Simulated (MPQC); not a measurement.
**One shape, several levels: AlH (SMILES [AlH])**

Aim: a comparison of 6 runs (HF/STO-3G, HF/def2-TZVP, B3LYP/def2-SVP, PBE0/def2-SVP, PBE/def2-TZVP, MP2/def2-SVP) of AlH. 

Program for the calculation: MPQC 2.3.1.

6 further runs of the same task are left out: 4 that didn't finish, 2 set aside as unsound or not needed.

## (1) The system as given

AlH: 2 atoms, total charge 0, spin state singlet. As SMILES, `[AlH]`. Geometry: a GFN2-xTB relaxation, a rough one for these elements and not checked as a minimum.

Bond lengths: Al1–H2 1.613 Å.

## (2) Energy and forces at HF/STO-3G (run 1)

The input, job.in:

```
molecule<Molecule>: (
    symmetry = c1
    unit = angstrom
    { atoms geometry } = {
        Al [ 0.000000     0.000000     0.000000 ]
        H  [ 0.000000     0.000000     1.613470 ]
    }
)
basis<GaussianBasisSet>: (
    name = "STO-3G"
    molecule = $:molecule
    basisdir = "."
    puream = yes
)
mpqc: (
    checkpoint = no
    savestate = no
    restart = no
    do_energy = yes
    do_gradient = yes
    optimize = no
    mole<CLHF>: (
        molecule = $:molecule
        basis = $:basis
        total_charge = 0
        memory = 1000000000
        print_evals = yes
        print_npa = yes
        maxiter = 120
        value_accuracy = 1e-08
        guess_wavefunction<CLHF>: (
            molecule = $:molecule
            total_charge = 0
            memory = 1000000000
            value_accuracy = 1e-3
            basis<GaussianBasisSet>: (
                name = "STO-3G"
                molecule = $:molecule
            )
        )
    )
)
```

The basis set STO-3G is read from a file made from the Basis Set Exchange's data (not shown).

On the command line:

```bash
mpqc job.in > job.out
```

What it wrote:

```text
MPQC: Massively Parallel Quantum Chemistry
[...]
  LUMO is     8   A =   0.368318
  total scf energy = -239.4976104903
[...]
Value of the MolecularEnergy: -239.4976104903
  Gradient of the MolecularEnergy:
      1    0.0000000000
      2   -0.0000000000
      3   -0.0210529807
      4   -0.0000000000
      5    0.0000000000
      6    0.0210529807
  Function Parameters:
    value_accuracy    = 6.444405e-09 (1.000000e-08) (computed)
    gradient_accuracy = 6.444405e-07 (1.000000e-06) (computed)
    hessian_accuracy  = 0.000000e+00 (1.000000e-04)
[...]
      symmetry = c1
[...]
```

Wall time 0.16 s (1 thread of Intel Xeon 6975P-C (Granite Rapids), shared host).

## (3) Energy and forces at HF/def2-TZVP (run 2)

job.in: that of step 2 with these lines changed.

```diff
@@ -1 +1,2 @@
+% AlH
 molecule<Molecule>: (
@@ -9,3 +10,3 @@
 basis<GaussianBasisSet>: (
-    name = "STO-3G"
+    name = "def2-TZVP"
     molecule = $:molecule
```

The basis set def2-TZVP is read from a file made from the Basis Set Exchange's data (not shown).

On the command line:

```bash
mpqc job.in > job.out
```

What it wrote:

```text
MPQC: Massively Parallel Quantum Chemistry
[...]
  LUMO is     8   A =   0.030913
  total scf energy = -242.4574596327
[...]
Value of the MolecularEnergy: -242.4574596327
  Gradient of the MolecularEnergy:
      1    0.0000000000
      2   -0.0000000000
      3    0.0075267625
      4   -0.0000000000
      5    0.0000000000
      6   -0.0075267625
  Function Parameters:
    value_accuracy    = 3.743018e-09 (1.000000e-08) (computed)
    gradient_accuracy = 3.743018e-07 (1.000000e-06) (computed)
    hessian_accuracy  = 0.000000e+00 (1.000000e-04)
[...]
      symmetry = c1
[...]
```

Run time: 0.44 s. Hardware: 1 thread of Intel Xeon 6975P-C (Granite Rapids), shared host.

Runs 3 to 4 aren't shown in full; the table further down has their settings and results.

## (4) Energy and forces at PBE/def2-TZVP (run 5)

The input, run.in:

```
% AlH
molecule<Molecule>: (
  symmetry = c1
  unit = angstrom
  { atoms geometry } = {
    Al [ 0.000000       0.000000       0.000000 ]
    H  [ 0.000000       0.000000       1.613470 ]
  }
)
basis<GaussianBasisSet>: (
  name = "def2-TZVP"
  molecule = $:molecule
  basisdir = "."
  puream = yes
)
mpqc: (
  checkpoint = no
  savestate = no
  restart = no
  do_energy = yes
  do_gradient = yes
  optimize = no
  mole<CLKS>: (
    molecule = $:molecule
    basis = $:basis
    total_charge = 0
    memory = 1000000000
    print_evals = yes
    print_npa = yes
    maxiter = 120
    value_accuracy = 1e-08
    functional<StdDenFunctional>: ( name = "PBE" )
    integrator<RadialAngularIntegrator>: ( grid = xfine )
    guess_wavefunction<CLHF>: (
      molecule = $:molecule
      total_charge = 0
      memory = 1000000000
      value_accuracy = 1e-3
      basis<GaussianBasisSet>: (
        name = "STO-2G"
        molecule = $:molecule
      )
    )
  )
)
```

The basis set def2-TZVP is read from a file made from the Basis Set Exchange's data (not shown).

On the command line:

```bash
mpqc -o run.out run.in
```

What it wrote:

```text
MPQC: Massively Parallel Quantum Chemistry
[...]
  Integrated electron density error = 0.000024729284
  iter     1 energy = -242.1541044273 delta = 1.15749e-01
  Integrated electron density error = 0.000030259954
  iter     2 energy = -242.8154676475 delta = 6.72487e-02
[...]
  Integrated electron density error = 0.000000000477
  iter    11 energy = -242.8368977596 delta = 6.38711e-07
  Integrated electron density error = 0.000000000484
  iter    12 energy = -242.8368977595 delta = 1.11033e-07
  Integrated electron density error = 0.000000000484
  iter    13 energy = -242.8368977595 delta = 4.32022e-08
[...]
  LUMO is     8   A =  -0.092507
  total scf energy = -242.8368977595
[...]
  Integrated electron density error = -0.000000002092
  Total Gradient:
[...]
Value of the MolecularEnergy: -242.8368977595
  Gradient of the MolecularEnergy:
      1    0.0000000003
      2    0.0000000027
      3    0.0133849906
      4   -0.0000000003
      5   -0.0000000027
      6   -0.0133849906
  Closed Shell Kohn-Sham (CLKS) Parameters:
    Function Parameters:
      value_accuracy    = 9.116838e-09 (1.000000e-08) (computed)
      gradient_accuracy = 9.116838e-07 (1.000000e-06) (computed)
      hessian_accuracy  = 0.000000e+00 (1.000000e-04)
[...]
        symmetry = c1
[...]
```

Run time: 4.2 s. Hardware: 1 thread of Intel Xeon 6975P-C (Granite Rapids), shared host.

## (5) Energy and gradient at MP2/def2-SVP (run 6)

The input, run.in:

```
% emacs should use -*- KeyVal -*- mode
molecule<Molecule>: (
  symmetry = c1
  unit = angstrom
  { atoms geometry } = {
    Al [ 0.000000     0.000000     0.000000 ]
    H  [ 0.000000     0.000000     1.613470 ]
  }
)
basis<GaussianBasisSet>: (
  name = "def2-SVP"
  molecule = $:molecule
  basisdir = "."
  puream = yes
)
mpqc: (
  checkpoint = no
  savestate = no
  restart = no
  do_energy = yes
  do_gradient = yes
  optimize = no
  mole<MBPT2>: (
    molecule = $:molecule
    basis = $:basis
    memory = 1000000000
    method = mp
    nfzc = 5
    reference<CLHF>: (
      molecule = $:molecule
      basis = $:basis
      total_charge = 0
      memory = 1000000000
      print_evals = yes
      maxiter = 120
      value_accuracy = 1e-08
      guess_wavefunction<ExtendedHuckelWfn>: (
        molecule = $:molecule
        total_charge = 0
        multiplicity = 1
        basis<GaussianBasisSet>: (
          name = "STO-3G"
          molecule = $:molecule
        )
      )
    )
  )
)
```

The basis set def2-SVP is read from a file made from the Basis Set Exchange's data (not shown).

On the command line:

```bash
mpqc -o run.out run.in
```

What it wrote:

```text
MPQC: Massively Parallel Quantum Chemistry
[...]
  CLSCF::init: total charge = 0
[...]
  nbasis = 23
[...]
  iter     1 energy = -217.6706110141 delta = 2.76578e-01
[...]
  LUMO is     8   A =   0.035870
  total scf energy = -242.3726993351
[...]
  MP2 correlation energy [au]:         -0.050079386623
  MP2 energy [au]:                   -242.422778721762
[...]
Value of the MolecularEnergy: -242.4227787218
  Gradient of the MolecularEnergy:
      1    0.0000000000
      2   -0.0000000000
      3    0.0065739215
      4   -0.0000000000
      5    0.0000000000
      6   -0.0065739215
[...]
        symmetry = c1
[...]
```

It took 0.2 s on 1 thread of Intel Xeon 6975P-C (Granite Rapids), shared host.

## (6) All runs side by side

```csv
run,level,starting guess,integration grid,energy (Eh),HOMO energy (eV),LUMO energy (eV),HOMO–LUMO gap (eV),wall time
1,HF/STO-3G,STO-3G,–,-239.497610,-3.60,10.02,13.62,0.16 s
2,HF/def2-TZVP,STO-3G,–,-242.457460,-7.82,0.84,8.67,0.44 s
3,B3LYP/def2-SVP,huckel STO-3G,xfine,-242.917998,-5.58,-1.90,3.68,1.2 s
4,PBE0/def2-SVP,MINI (Huzinaga),xfine,-242.773861,-5.75,-1.76,3.99,1.8 s
5,PBE/def2-TZVP,STO-2G,xfine,-242.836898,-4.86,-2.52,2.35,4.2 s
6,MP2/def2-SVP,huckel STO-3G,–,-242.422779,-7.78,0.98,8.75,0.2 s
```

## (7) Results

| quantity | value |
| --- | --- |
| run 6: total energy | -242.42278 Eh |
| run 6: HOMO energy (Hartree–Fock orbitals) | -7.78 eV |
| run 6: LUMO energy (Hartree–Fock orbitals) | 0.98 eV |
| run 6: HOMO–LUMO gap (Hartree–Fock orbitals) | 8.75 eV |
| run 6: correlation energy (5 core orbitals frozen) | -50.1 mEh |
| run 6: largest force on an atom | 0.338 eV/Å |

In words: Over runs 1, 2, 3, 4, 5 the HOMO–LUMO gap runs from 2.35 eV (PBE/def2-TZVP) to 13.62 eV (HF/STO-3G). The two ends differ in method and basis. Totals of different functionals can't be ranked against each other. In run 1 the basis is minimal, so the values are rough. All runs together took 8 s, the longest 4.2 s.
